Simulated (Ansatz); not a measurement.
[Cl···H···N], quartet: transfer scan

Starting geometry:

```csv
atom,x (Å),y (Å),z (Å)
Cl,0.0000,0.0000,-1.3043
H,0.0000,0.0000,-0.0255
N,0.0000,0.0000,1.3297
```

From there H2 is moved from one fragment to the other while all else, the fragments' distance too, stays fixed; atoms are numbered as listed. Energies are in kcal/mol, counted from the starting geometry at the same level. Kohn–Sham curves are unrestricted where that lies lower.

Basis cc-pVTZ; Ansatz 0.2.0. Only valence electrons are correlated (noble-gas cores frozen). Prefix R: restricted or restricted open-shell reference; prefix U: unrestricted.

Full CI isn't at hand for all of this; UCCSDT(Q) serves as the reference, and is uncertain by about the last step of the cluster series.

```csv
distance Cl1-H2 (Å),UCCSDT(Q),PBE,BLYP,r2SCAN,PBE0,B3LYP,wB97M-V,B2PLYP,RPA-PBE
1.279,0.0,0.0,0.0,0.0,0.0,0.0,0.0,0.0,0.0
1.324,0.6,-1.3,-1.3,-0.7,-0.4,-0.6,0.1,0.0,0.1
1.414,3.5,-1.9,-2.2,-0.2,0.5,-0.2,2.0,1.6,1.4
1.504,7.1,-0.8,-1.5,1.9,2.6,1.3,4.8,4.1,3.3
1.594,11.5,2.9,1.6,6.0,6.3,4.4,8.6,7.7,6.6
```
